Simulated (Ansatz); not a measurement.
# C2H3NO2: basis-set convergence

The task here is to estimate one member of a computed series from the others.

Program: Ansatz 0.2.0, Gaussian basis. Level of theory: one geometry, several basis sets. These are calculated values, not measurements.

The runs, in order: PBE0-D4/def2-SVP; ωB97M-V/def2-SVP; PBE0-D4/def2-QZVPP; ωB97M-V/def2-QZVPP; the functionals' def2-TZVPP values are taken from earlier runs.

## Structure used throughout

The geometry comes from an earlier relaxation with PBE0-D4 in a triple-zeta def2 set; it is a stationary point, not always the lowest conformer.

SMILES `OC1(O)C=N1`, 8 atoms, charge 0, spin multiplicity 1.

Atoms are counted from 1 here; the program's logs count them from 0.

Bond lengths: O1–C2 1.362 Å, O1–H6 0.964 Å, C2–O3 1.382 Å, C2–C4 1.419 Å, C2–N5 1.474 Å, O3–H7 0.962 Å, C4–N5 1.269 Å, C4–H8 1.086 Å. Angles: C2–O1–H6 107.4°, O1–C2–O3 110.1°, O1–C2–C4 120.6°, O1–C2–N5 119.8°, O3–C2–C4 124.8°, O3–C2–N5 118.0°, C4–C2–N5 52.0°, C2–O3–H7 108.2°, C2–C4–N5 66.3°, C2–C4–H8 156.4°, N5–C4–H8 137.4°, C2–N5–C4 61.8°.

Set-up of the first run:

in.yaml reads:

```yaml
crystal:
  periodic: [false, false, false]
  atoms:
    - {symbol: O, position_ang: [-0.781768, 1.301014, 0.165111]}
    - {symbol: C, position_ang: [-0.024077, 0.179512, 0.013908]}
    - {symbol: O, position_ang: [1.314741, 0.516382, -0.043519]}
    - {symbol: C, position_ang: [-0.522995, -1.088898, 0.408185]}
    - {symbol: N, position_ang: [-0.500483, -0.917043, -0.848534]}
    - {symbol: H, position_ang: [-0.359418, 2.004794, -0.340385]}
    - {symbol: H, position_ang: [1.780763, -0.181790, -0.513059]}
    - {symbol: H, position_ang: [-0.814662, -1.870970, 1.102392]}
basis:
  gaussian: {orbitals: def2-SVP}
hamiltonian: {xc: pbe0, dispersion: d4}
output: {orbitals: {seedname: orbitals}}
```

Run with:

```sh
ansatz run in.yaml --threads 2 --pin off --events-out ev --progress --plain --max-ram 4352MiB
```

Steps of the session up to this table: PBE0-D4 in def2-SVP; ωB97M-V in def2-SVP; PBE0-D4 in def2-QZVPP; ωB97M-V in def2-QZVPP.

One table of the session follows, with a row left open; its other results are not shown here.

It belongs to the step «Functionals by basis». 

```
functional       basis  HOMO (eV)
   PBE0-D4    def2-SVP      -7.01
   PBE0-D4  def2-TZVPP      -7.20
   PBE0-D4  def2-QZVPP      -7.26
   ωB97M-V    def2-SVP      -9.31
   ωB97M-V  def2-TZVPP          ?
   ωB97M-V  def2-QZVPP      -9.59
```

Q: Estimate the row for ωB97M-V, def2-TZVPP from the others.

The run gave: HOMO (eV): -9.53. In the column «HOMO (eV)» it lies between ωB97M-V, def2-QZVPP (-9.59) and ωB97M-V, def2-SVP (-9.31).
